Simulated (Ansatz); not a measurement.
Elastic constant C11 of rock-salt MgS at several levels of theory

No measured value is used here.

```
level (code)                   value (GPa)  cell (Å³/atom)
-----------------------------  -----------  --------------
LDA (Ansatz)                           164           16.87
PBE (Ansatz)                           139           17.88
PBEsol (Ansatz)                        153           17.39
r²SCAN (Ansatz)                        151           17.61
B3LYP (VWN-RPA form) (Ansatz)          131           18.03
LC-ωPBE (Ansatz)                       165           17.23
r²SCAN0 (Ansatz)                       157           17.43
r²SCANh (Ansatz)                       153           17.53
Hartree–Fock (Ansatz)                  130           18.45
```

Each level is taken at its own relaxed cell. Cutoffs and k meshes differ between the levels. Ansatz's density-functional and Hartree–Fock values are scalar-relativistic unless marked +SOC, with PAW data made under PBE.

Ansatz is an electronic-structure program.
